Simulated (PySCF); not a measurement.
**BO₂: adding exact exchange**

Base calculation in PySCF with density fitting and no spin–orbit coupling, PBE/def2-TZVP (no relativity): doublet, D∞h, B–O 1.273 Å (×2); wavenumbers 405, 491, 1053, 1619 cm⁻¹; polar-tensor charge of B 0.13 e, atomisation energy (no zero-point energy) 1469 kJ/mol.

Q: What changes on going to PBE0/def2-TZVP (no relativity)?

A: The point group stays the same. Changes: mean bond to B -0.013 Å, highest wavenumber -252 cm⁻¹, lowest wavenumber +12 cm⁻¹, polar-tensor charge of B -0.52 e, atomisation energy (no zero-point energy) -100 kJ/mol. The new structure has B–O 1.260 Å (×2), with wavenumbers 417, 507, 1098, 1367 cm⁻¹.

The structures come from searches over a few start shapes, so lower isomers are not excluded.
